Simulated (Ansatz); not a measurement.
Ansatz (a first-principles code) input (PBE0/def2-SVP):

Ansatz 0.2 input:
```yaml
crystal:
  periodic: [false, false, false]
  atoms:
    - {symbol: C, position_ang: [0.02216329, 1.27259407, -0.25454176]}
    - {symbol: O, position_ang: [0.03476913, 0.00145880, 0.52664644]}
    - {symbol: C, position_ang: [0.00976330, -1.27429895, -0.24666827]}
    - {symbol: H, position_ang: [0.07084685, 2.06943035, 0.48062170]}
    - {symbol: H, position_ang: [0.91860218, 1.24270488, -0.86432977]}
    - {symbol: H, position_ang: [-0.88570640, 1.30663167, -0.85134996]}
    - {symbol: H, position_ang: [0.05070786, -2.06701103, 0.49340913]}
    - {symbol: H, position_ang: [-0.89841275, -1.30318417, -0.84328195]}
    - {symbol: H, position_ang: [0.90643236, -1.25691049, -0.85660244]}
    - {symbol: H, position_ang: [-0.63218269, 0.00689771, 1.23562197]}
basis:
  gaussian:
    orbitals: def2-SVP
hamiltonian:
  xc: {name: PBE0}
total_charge: 1
```

Output:

```
Functional definition: PBE0
integrals: 0.02 GiB planned
865 factors; their error is unknown
mean field: 0.20 GiB planned
mean field evaluation 1: about -4211.2480 eV, gradient 5.9e1 eV
mean field evaluation 2: about -4209.8353 eV, gradient 6.7e1 eV
mean field evaluation 4: about -4218.7992 eV, gradient 1.9e0 eV
mean field evaluation 8: about -4218.8048 eV, gradient 2.9e-2 eV
mean field evaluation 16: about -4218.7975 eV, gradient 3.6e-5 eV
mean field -4218.79746218 eV, -155.0379471316 hartree, gradient 3.6e-5 eV, S^2 0.000000; 0 other end points of the search recorded, 0 dependent functions left out
reference -4218.79748292 eV, -155.0379478935 hartree; 13, 13 occupied and 64, 64 virtual orbitals, 865 factors
Total energy: -4218.79748292 eV, -155.0379478935 hartree
```

It need not be the lowest isomer of its formula.
